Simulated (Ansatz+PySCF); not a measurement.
singlet HNO: levels of theory in one basis

```xyz
3

N     0.0004    0.4374   -0.3870
H     0.0035    1.3105    0.2261
O     0.0044   -0.5300    0.3151
```

Basis set: def2-SVP (spherical functions). Frozen core: 2 orbitals. Charge 0, multiplicity 1.

Computed with Ansatz (development build ahead of 0.2.0); each method stands on the lowest determinant of its kind that the runs found. NEVPT2 correlates all electrons. Active spaces start from the frontier orbitals, and the lowest solution found is given.

```tsv
method	E − E(RHF) (eV)	<S²> of the determinant
RHF	0.00	0.00
UHF	-0.11	0.43
RHF-MP2	-9.45	–
UHF-MP2	-8.86	0.43
RHF-CCSD	-9.78	–
UHF-CCSD	-9.76	0.43
RHF-CCSD(T)	-10.10	–
UHF-CCSD(T)	-10.07	0.43
SC-NEVPT2(12,9)	-9.22	–
```

Task: What does CASSCF(12,9) give on the same scale?

Result: -3.64 eV.

Task: Is a single determinant a sound starting point here?

Result: Only with care. Unrestricted orbitals gain 0.11 eV and <S²> is 0.43 against 0.00 for a pure state, so spin symmetry breaks but gains little energy; restricted orbitals can still serve. The CASSCF(12,9) natural occupations are 2.00, 2.00, 1.99, 1.98, 1.97, 1.91, 0.09, 0.03, 0.03.

Caution for UHF, UHF-MP2, UHF-CCSD, UHF-CCSD(T): the unrestricted determinant is spin contaminated; the determinant breaks the point group. Caution for UHF-MP2: another reference gives a lower total.
